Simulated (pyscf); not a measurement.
**Four-centre exchange: H₃C–CH₂–O–SiH₃ + silanol (HO–SiH₃) -> ethane (H₃C–CH₃) + HO–SiH₂–O–SiH₃**

Gas phase, singlet surface, charge 0. Bonds broken: C2–O3, Si14–H16. Bonds formed: C2–H16, O3–Si14. Optimised with ωB97X-D3(BJ)/def2-SVP in PySCF.

Transition state (Å):

```xyz
18

C     -0.1843     1.1013    -1.5656
C     -0.7442     1.3756    -0.2043
O     -0.6979    -0.2440     0.9089
Si    -1.8501    -1.4601     1.1731
H     -0.9064     1.4495    -2.3257
H      0.7858     1.5939    -1.7190
H     -0.0497     0.0196    -1.7125
H     -1.8174     1.1694    -0.1268
H     -0.5001     2.3290     0.2687
H     -1.4869    -2.7149     0.4646
H     -3.1085    -0.9103     0.5861
H     -2.0546    -1.7090     2.6238
O      2.0570    -0.9009     0.0728
Si     1.0321    -0.3572     1.2987
H      2.4091    -0.1767    -0.4550
H      0.8623     1.1206     0.5566
H      1.5967     0.3543     2.4949
H      0.7810    -1.7135     1.9417
```

One imaginary mode, 1027i cm⁻¹; descent along it reached the two sides named, in the forms told below.

```
bond      change  reactant side (Å)  saddle  product side
--------  ------  -----------------  ------  ------------
C2–O3     breaks              1.418   1.966           3.5
Si14–H16  breaks              1.493   1.662           3.8
C2–H16     forms                2.9   1.796         1.105
O3–Si14    forms                2.8   1.777         1.658
```

Electronic energies relative to the separated reactants (kcal/mol):

| level | barrier | reaction energy | reverse barrier |
|---|---|---|---|
| ωB97X-D3(BJ)/def2-TZVP | 61.2 | -50.5 | 111.7 |
| PBE/def2-TZVP | 52.5 | -48.1 | 100.6 |
| r²SCAN/def2-TZVP | 54.0 | -50.9 | 104.9 |
| B3LYP-D3(BJ)/def2-TZVP | 56.9 | -50.2 | 107.1 |
| PBE0-D3(BJ)/def2-TZVP | 57.3 | -49.2 | 106.5 |
| M06-2X/def2-TZVP | 63.0 | -51.5 | 114.5 |
| ωB97M-D3(BJ)/def2-TZVP | 60.1 | -50.6 | 110.7 |
| HF/def2-TZVP | 86.2 | -52.2 | 138.5 |

With ωB97M-D3(BJ)/def2-TZVP energies and thermal terms (ideal gas, 1 atm, RRHO with modes under 100 cm⁻¹ raised to 100, one conformer, R ln 2 for chiral ones without a mode under 150 cm⁻¹), in kcal/mol:

```tsv
T (K)	ΔH‡	ΔG‡	ΔH	ΔG
298	59.5	72.3	-49.2	-48.4
600	60.2	85.0	-49.1	-47.6
900	61.0	97.2	-49.3	-46.9
1200	61.8	109.1	-49.4	-46.0
```

On the reactant side the descent ends in a complex (not fully relaxed), 4.6 kcal/mol under the separated species and 65.8 kcal/mol under the saddle at ωB97X-D3(BJ)/def2-TZVP. From the product side, CH₃• + CH₃• + HO–SiH₂–O–SiH₃ lies, by one bond made or cut, 12.6 kcal/mol under this saddle at ωB97M-D3(BJ). H₃C–CH₂–O–SiH₃ lies 18.1 kcal/mol over its isomer H₃C–CH₂–SiH₂–OH (electronic energy, ωB97M-D3(BJ)). This is the saddle that the search found; another between the same sides may lie lower.
